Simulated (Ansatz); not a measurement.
Basis sets compared for Li₂S. Total charge 0; singlet. Geometry PBE0-D4/def2-TZVP. Ansatz on 4 threads of Arm Neoverse V1 on a shared host; times are rough, and most runs start from earlier orbitals.

```xyz
3

Li    0.876    1.712    0.179
Li   -0.595   -1.729   -0.625
S    -0.281    0.016    0.446
```

The structure comes from a short search, and lower isomers may exist.

Binding counts from free atoms (Li doublet, S triplet) in the same basis, without a counterpoise term.

| level | functions | energy (Eh) | HOMO (eV) | LUMO (eV) | binding per atom (eV) | wall time |
| --- | --- | --- | --- | --- | --- | --- |
| PBE-D4/def2-SVP | 36 | -412.9426 | -3.24 | -1.28 | 2.12 | 0.25 s |
| PBE-D4/def2-TZVP | 65 | -413.0936 | -3.52 | -1.38 | 2.10 | 0.3 s |
| r2SCAN-D4/def2-TZVP | 65 | -413.2748 | -3.64 | -0.79 | 2.10 | 0.85 s |
| PBE0-D4/def2-SVP | 36 | -412.9852 | -4.21 | -0.76 | 2.07 | 0.3 s |
| PBE0-D4/def2-TZVP | 65 | -413.1337 | -4.48 | -0.86 | 2.05 | 0.35 s |

**Question.** Estimate the rows for PBE-D4/def2-TZVPD, r2SCAN-D4/def2-TZVPD, PBE0-D4/def2-TZVPD.

**Answer.** 
| level | functions | energy (Eh) | HOMO (eV) | LUMO (eV) | binding per atom (eV) | wall time |
| --- | --- | --- | --- | --- | --- | --- |
| PBE-D4/def2-TZVPD | 80 | -413.0951 | -3.57 | -1.40 | 2.11 | 0.4 s |
| r2SCAN-D4/def2-TZVPD | 80 | -413.2763 | -3.68 | -0.80 | 2.11 | 0.95 s |
| PBE0-D4/def2-TZVPD | 80 | -413.1352 | -4.52 | -0.90 | 2.06 | 0.45 s |
